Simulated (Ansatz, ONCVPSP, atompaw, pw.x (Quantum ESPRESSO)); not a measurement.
## Which W potential is closest to all-electron in the fcc crystal?

All use PBEsol, scalar-relativistic, no spin, cutoffs from each file’s atomic test, pw.x 7.5; 14³ k-points, Fermi–Dirac smearing 0.01 Ry. Δ is the rms difference from all-electron LAPW of the E(V) curves that follow from fits to the pressures, over ±6 % in volume. Mesh and smearing are coarse and serve the comparison alone. The files are a selection: those with a ghost or negative overlap were mostly not run, and those with noisy or unconverged pressures or nearly equal Δ are left out.

All-electron: a0 = 4.000 Å (V0 = 16.00 Å³/atom), B0 = 298.8 GPa.

Question: Rank them by Δ, smallest first.
A. PAW, atompaw 4.2.0.5, PBEsol; core [Kr] 4d10 4f14, reference 5s2 5p6 5d5 6s1 6p0; waves: 5s (bound): rc 1.40 bohr; 6s (bound): rc 2.10 bohr; 5p (bound): rc 2.05 bohr; 6p (bound, empty): rc 2.60 bohr; 5d (bound): rc 2.60 bohr; 5d channel at 0.05 Ry: rc 2.60 bohr; local part: troulliermartins scheme with l = 3 at 0 Ry, radius 2.10 bohr; core correction: smooth core density matched at 2.35 bohr; augmentation: sinc compensation charge, radius 2.05 bohr; PAW radius 2.60 bohr; waves and projectors: custom rrkj vanderbiltortho.
B. optimised norm-conserving Vanderbilt (ONCV), ONCVPSP 4.0.1.1 (patched build), PBEsol; core [Kr] 4d10 4f14, reference 5s2 5p6 5d4 6s1 6p1; waves: 5s+6s: rc 1.90 bohr, ncon 4, nbas 8, qcut 5.2 1/bohr, 2 projectors; 5p+6p: rc 1.70 bohr, ncon 3, nbas 7, qcut 7.6 1/bohr, 2 projectors; 5d: rc 2.50 bohr, ncon 4, nbas 9, qcut 6.7 1/bohr, 1 projector; local part: polynomial inside 1.25 bohr (lpopt 5, dvloc0 0 Ha); core correction: Teter function, fcfact 2.75, rcfact 1.5.
C. PAW, atompaw 4.2.0.5, PBEsol; core [Kr] 4d10 4f14, reference 5s2 5p6 5d4 6s1 6p1; waves: 5s (bound): rc 1.40 bohr; 6s (bound): rc 2.30 bohr; 5p (bound): rc 1.60 bohr; 6p (bound): rc 2.30 bohr; 5d (bound): rc 2.30 bohr; 5d channel at 1.3 Ry: rc 2.30 bohr; local part: bessel scheme, radius 1.85 bohr; core correction: smooth core density matched at 1.40 bohr; augmentation: sinc compensation charge, radius 2.20 bohr; PAW radius 2.30 bohr; waves and projectors: custom polynom vanderbiltortho.

Answer: C (2.1 meV/atom), A (6.9 meV/atom), B (11.1 meV/atom).
